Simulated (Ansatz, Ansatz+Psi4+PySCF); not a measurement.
| atom | x (Å) | y (Å) | z (Å) |
| --- | --- | --- | --- |
| Be | -0.0051 | -0.0048 | -0.8994 |
| O | 0.0062 | 0.0052 | 0.4403 |

Basis set: cc-pVTZ (spherical functions). Frozen core: 1 orbital. Charge 0, multiplicity 1.

Computed with Ansatz (development build ahead of 0.2.0); each method stands on the lowest determinant of its kind that the runs found. Restricted open shells among the atoms or ions are ROHF, correlated in semicanonical orbitals with singles.

The atomization energy at this shape (free ground-state atoms in the same class of orbitals less the molecule, no zero-point energy) of singlet BeO:

| method | atomization energy |
| --- | --- |
| RHF | 1.73 eV |

(1) What does RHF-MP2 give?

Results:

(1) 5.14 eV. Caution: in another basis set an unrestricted determinant lies well below.
